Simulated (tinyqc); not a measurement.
Inside a calculation. Method: harmonic frequencies on the RHF/sto-3g surface (energies and gradients from PySCF), for H2O, spin multiplicity 1. One step of it, computed by the program tinyqc.

Question. Normal modes. Diagonalise H_ij / sqrt(m_i m_j); the 6 smallest eigenvalues belong to translations and rotations; wavenumber = sqrt(eigenvalue / 1822.888) x 219474.63; each mode has its largest component positive (the first on a tie); zero-point energy = sum of wavenumbers / 2, with 349.755 1/cm per kcal/mol.

Hessian (symmetrised) (hartree/bohr^2), lower triangle:
```
             1Ox          1Oy          1Oz          2Hx          2Hy         2Hz          3Hx          3Hy
1Ox   0.00236071
1Oy   0.01690427   0.80342182
1Oz  -0.03553136  -0.00461348   0.63304584
2Hx  -0.00049329   0.00997682   0.01232556   0.00045836
2Hy   0.00322585  -0.41988360  -0.21306654  -0.00574025   0.45674800
2Hz   0.00982646  -0.33367499  -0.29904213  -0.01014718   0.27163361  0.28180730
3Hx  -0.00186569  -0.02688110   0.02320622   0.00003406   0.00251451  0.00032051   0.00183076
3Hy  -0.02013012  -0.38353927   0.21768013  -0.00423657  -0.03686393  0.06204124   0.02436658   0.42040379
3Hz   0.02570492   0.33828838  -0.33400820  -0.00217841  -0.05856748  0.01723704  -0.02352673  -0.27972087

            3Hz
3Hz  0.31677344
```

masses (u): 1O 15.994915, 2H 1.007825, 3H 1.007825

Give: eigenvalues of the mass-weighted Hessian; harmonic wavenumbers of the vibrations; mass-weighted modes; zero-point energy.

Answer.

eigenvalues of the mass-weighted Hessian (hartree/(bohr^2 u)): 0.0000  0.0000  0.0000  0.0000  0.0000  0.0000  0.1782  0.6486  0.7297

harmonic wavenumbers of the vibrations (1/cm): 2169.9  4140.1  4391.1

mass-weighted modes:
```
      mode 1   mode 2   mode 3
1Ox   0.0146   0.0113  -0.0059
1Oy  -0.0087  -0.0067  -0.2623
1Oz  -0.2639  -0.2045   0.0083
2Hx  -0.0388  -0.0100  -0.0124
2Hy  -0.4155   0.5719   0.5368
2Hz   0.5394   0.3896   0.4210
3Hx  -0.0193  -0.0351   0.0359
3Hy   0.4501  -0.5451   0.5080
3Hz   0.5120   0.4250  -0.4541
```

zero-point energy = 15.2979 kcal/mol
